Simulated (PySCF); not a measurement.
# Ionisation energy of P by level of theory

P [Ne] 3s2 3p3 (4S) → P⁺ [Ne] 3s2 3p2 (3P), as a difference of total energies. All numbers are calculated (PySCF 2.14, the non-relativistic Hamiltonian (point nucleus), in aug-cc-pV(D+d)Z (5s4p3d, 32 functions)). Correlated levels: valence: [Ne] frozen. The calculations carry no spin-orbit coupling.

```json
{"method": "UHF", "ionisation energy (eV)": "9.936", "error (eV)": "-0.590"}
{"method": "PBE", "ionisation energy (eV)": "10.505", "error (eV)": "-0.021"}
{"method": "r2SCAN", "ionisation energy (eV)": "10.653", "error (eV)": "+0.127"}
{"method": "MP2 (valence)", "ionisation energy (eV)": "10.395", "error (eV)": "-0.131"}
{"method": "SCS-MP2 (valence)", "ionisation energy (eV)": "10.236", "error (eV)": "-0.290"}
{"method": "CCSD (valence)", "ionisation energy (eV)": "10.323", "error (eV)": "-0.203"}
{"method": "CCSD(T) (valence)", "ionisation energy (eV)": "10.338", "error (eV)": "-0.188"}
```

Reference: 10.526 eV (measured; NIST levels, between the centres of gravity of the two terms).

Errors of the correlated levels include the incompleteness of this basis and the frozen core.
